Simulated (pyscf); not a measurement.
Thermochemistry of product channels of H₃C–InH–CH₃ (SMILES [CH3][InH][CH3]) + H• (SMILES [H]) on the doublet surface, in kJ/mol, from ωB97M-D3(BJ)/def2-TZVP energies (ideal gas, 1 atm, RRHO with modes under 100 cm⁻¹ raised to 100, one conformer, R ln 2 for chiral ones without a mode under 150 cm⁻¹). Single points on ωB97X-D3(BJ)/def2-SVP structures (PySCF, gas phase).

```tsv
products	ΔE	ΔH(298 K)	ΔG(298 K)	ΔG(600 K)
CH₄ (SMILES C) + [H₃C–InH]• (SMILES [CH3][InH])	-190.7	-172.6	-180.7	-186.2
[H₃C–In–CH₃]• (SMILES [CH3][In][CH3]) + H₂ (SMILES [H][H])	-140.7	-131.4	-134.7	-137.6
```

These are energies of the channels, which say nothing of barriers. Elements past Kr carry the def2 core potentials, without spin-orbit coupling.
